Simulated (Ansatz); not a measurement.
Consider the ligand exchange at the Si–S bond: `[SiH]S` + CH₃OH → `CO[SiH]` + H₂S.

Isolated molecules relaxed with PBE0-D4/def2-TZVP in Ansatz; ΔE leaves out vibrations. CBS: MP2 limit from def2 TZ/QZ plus the TZ coupled-cluster correction, frozen cores. This one scheme is used for every species. DFT in def2-TZVPP.

```
  species  PBE-D4 energy (Eh)
 `[SiH]S`          -688.56925
    CH₃OH          -115.63347
`CO[SiH]`          -404.97624
      H₂S          -399.22838
```

(1) Work out ΔE.

Largest T1 diagnostic among the species: 0.016.

## Answers

(1) ΔE = (-404.97624) + (-399.22838) − (-688.56925) − (-115.63347) = -0.00190 Eh = -5.0 kJ/mol. CCSD(T)/CBS gives -16.2 kJ/mol.

Leaving LDA and LC-ωPBE aside and taking each functional with its dispersion term where it has one, the values, not all of them listed here, spread over 22.1 kJ/mol, from CAM-B3LYP-D4 to PBE-D4. LDA lies −6.7 kJ/mol from PBE without D4. In def2-TZVPP, CCSD(T) changes the Hartree–Fock value by +5.7 kJ/mol (the triples alone add +2.1 kJ/mol) and MP2 by +7.0 kJ/mol.
